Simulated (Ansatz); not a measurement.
# Which isomer of C2H8Si gives these data?

These gas-phase data were calculated for one isomer of C2H8Si at B3LYP-D3(BJ)/def2-SVP (harmonic, unscaled wavenumbers; equilibrium rotational constants with average atomic masses):

```
rotational constants            : 23.31, 4.802, 4.405 GHz
all wavenumbers above 1500 cm⁻¹ : 3105, 3100, 3071, 3028, 3024, 2217, 2213, 2212
dipole moment                   : 0.87 D (PBE0/def2-TZVPD)
```

Candidates:

(1) `C[SiH2]C`, a singlet
(2) `CC[SiH3]`, a singlet

**Question.** Which candidate do the data belong to?

**Answer.** Candidate (2). 3 modes lie between 2000 and 2380 cm⁻¹, one for each Si–H bond, while (1) has 2.

The same quantities for all candidates:

```
     rotational constants (GHz)                     wavenumbers above 1500 cm⁻¹  dipole (D)  E above the lowest, B3LYP-D3(BJ)/def2-SVP (kcal/mol)
(1)         16.47, 5.829, 4.809  3124, 3123, 3120, 3118, 3030, 3030, 2204, 2199        0.76                                                   0.0
(2)         23.31, 4.802, 4.405  3105, 3100, 3071, 3028, 3024, 2217, 2213, 2212        0.87                                                  10.3
```

Harmonic stretches to hydrogen usually lie a few per cent above observed fundamentals. Programs: Ansatz 0.2.0.
